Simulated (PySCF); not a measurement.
## Dipole moment and polarisability of ethanimine

Ethanimine, C₂H₅N.
Structure used (PBE0-D3(BJ)/def2-SVP), in Å, numbered top down from 1:
```xyz
8
C2H5N angstrom
C     -1.0678    0.0025    0.1665
C      0.3567    0.4475    0.0499
N      1.4082   -0.2521    0.1499
H     -1.1411   -1.0736    0.3832
H     -1.5826    0.5619    0.9648
H     -1.6142    0.2140   -0.7677
H      0.4959    1.5263   -0.1493
H      1.1607   -1.2327    0.3352
```

Level: CAM-B3LYP/def2-SVPD (PySCF), static field, nuclei fixed, core orbitals frozen in the response. The polarisability tensor in these axes (au):

```
x   40.88 -3.68  0.37
y   -3.68 35.05 -1.53
z    0.37 -1.53 26.91
```

Task: What are the eigenvalues, a third of the trace, and Δα (Δα² = ½Σ(αi − αj)² over the three pairs)?

Result: Principal values 26.63, 33.49 and 42.73 au; mean 34.28 au = 5.08 Å³ = 5.65 × 10⁻⁴⁰ C²·m²/J; Δα = 13.99 au (41 % of the mean).

Task: What is the dipole moment, and where does it point?

Result: (-2.63, -0.19, 0.10) D, 2.64 D in size, pointing from the negative to the positive side. Measured along this direction, the outermost atoms are N3 at the negative end and H5 and H6 at the positive end.

Task: In TDDFT the mean static polarisability is Σ f/ω² over all singlet excitations (ω in hartree). How much of it do the 6 lowest give? Their energies (eV) and oscillator strengths: 5.45, 0.0029; 7.41, 0.0287; 8.20, 0.0468; 8.38, 0.2031; 8.57, 0.0030; 8.80, 0.1894.

Result: They add up to 4.96 au, 14.5 % of the 34.28 au; the largest single term is 2.14 au, from the state at 8.38 eV. Terms in order: 0.07, 0.39, 0.52, 2.14, 0.03, 1.81 au. Higher excitations give the rest. The strengths listed sum to 0.474.

Task: Traceless (Buckingham) quadrupole moment about the centre of nuclear charge: eigenvalues?

Result: -5.49, 0.53, 4.96 D·Å. The values depend on the origin, since the dipole doesn't vanish. The electronic extent ⟨r²⟩ about the same centre is 181 bohr², a root-mean-square distance of 1.45 Å for the 24 electrons.

Task: Directions of the eigenvectors, and the extent of the frame along each?

Result: Largest value along (0.89, -0.44, 0.06), where the nuclei span 3.21 Å; middle along (0.45, 0.88, -0.18), 3.11 Å; least along (0.02, 0.19, 0.98), 1.77 Å. 

Task: Rayleigh depolarisation ratio (linearly polarised light, static tensor)?

Result: ρ = 3Δα²/(45ᾱ² + 4Δα²) = 587.4/(52889 + 783.1) = 0.0109.

Geometry: PBE0-D3(BJ)/def2-SVP; no solvent, vibrations or thermal averaging.

The run behind these numbers computed excited states as well. Hardware: one thread, x86-64 server (shared host). Cost: 4.4 s wall.
